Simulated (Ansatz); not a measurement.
Appearance energy of a fragment ion: C3HO2 → CO+ + C2HO + e⁻

Species: C3HO2 `C#CO[C]=O`, doublet; CO+, doublet; C2HO (ethynyloxy radical) `C#C[O]`, doublet. 

Shapes, held fixed at every level: PBE0-D4/def2-TZVP. Flexible molecules stand in one conformer, not always the lowest. Programs: Ansatz 0.2.0. Electronic energies: no zero-point or thermal term.

```csv
level,kind,ΔE (eV)
HF/def2-TZVPP,Hartree–Fock,+11.33
SPW92/def2-TZVPP,LDA,+13.86
r2SCAN-D4/def2-TZVPP,meta-GGA,+12.80
B3LYP-D4/def2-TZVPP,global hybrid,+13.06
BHLYP-D4/def2-TZVPP,global hybrid,+12.99
PBE0-D4/def2-TZVPP,global hybrid,+13.08
B2PLYP/def2-TZVPP,double hybrid,+12.84
```

B2PLYP/def2-TZVPP gives ΔE = +12.84 eV; the levels span +11.33 to +13.86. The median of the levels is +12.99. No measured value is set beside it here. Spin contamination: CO+ (⟨S²⟩ up to 0.95), C2HO (⟨S²⟩ up to 0.81). Open shells run unrestricted unless RO is named. The onset seen in experiment also holds zero-point changes and kinetic shifts.
